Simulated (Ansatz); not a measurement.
in.yaml

```yaml
crystal:
  periodic: [false, false, false]
  atoms:
    - {symbol: W, position_ang: [0.000000, 0.000000, 0.000000]}
    - {symbol: H, position_ang: [0.000000, 0.000000, 1.885000]}
basis:
  gaussian: {orbitals: def2-TZVP}
magnetization: {spin_polarized: true, initial_magnetization: 3}
hamiltonian: {xc: {name: PBE0}}
output: {forces: true, orbitals: {seedname: orbitals}}
```

```sh
$ ansatz run in.yaml --threads 1 --pin off --events-out ev --progress --plain --max-ram 4160MiB --backend cpu
```

(1) Roughly how long does this take on 1 thread of AMD EPYC 7R13, shared host, and how much host memory?

```
422 factors; integrals over basis functions are off by at most 1.4e-3 eV
mean field evaluation 1: about -1835.6716 eV, gradient 1.0e1 eV
mean field evaluation 2: about -1835.7924 eV, gradient 1.0e1 eV
mean field evaluation 4: about -1836.3235 eV, gradient 8.8e-1 eV
mean field evaluation 8: about -1836.3343 eV, gradient 4.5e-2 eV
mean field evaluation 16: about -1836.3346 eV, gradient 3.6e-4 eV
mean field evaluation 32: about -1836.6312 eV, gradient 4.2e-2 eV
mean field evaluation 64: about -1836.6232 eV, gradient 2.5e-1 eV
mean field -1836.63122226 eV, -67.4949525048 hartree, gradient 6.9e-7 eV, S^2 4.554386; 12 other end points of the search recorded, 0 dependent functions left out
the calculation of the forces begins
reference -1836.63124657 eV, -67.4949533981 hartree; 9, 6 occupied and 37, 40 virtual orbitals, 422 factors
Total energy: -1836.63124657 eV, -67.4949533981 hartree
Atom 0 at     0.000000     0.000000     0.000000 Å, force     0.000000     0.000000     1.894081 eV/Å
Atom 1 at     0.000000     0.000000     1.885000 Å, force    -0.000000    -0.000000    -1.894081 eV/Å
Dipole moment:     0.022447    -0.022443    -0.411379 e Å
```

Forces (eV/Å):
```
W    0.000  0.000  1.894
H    0.000  0.000 -1.894
```

## Answers

(1) 5.5 s wall and 0.14 GiB.
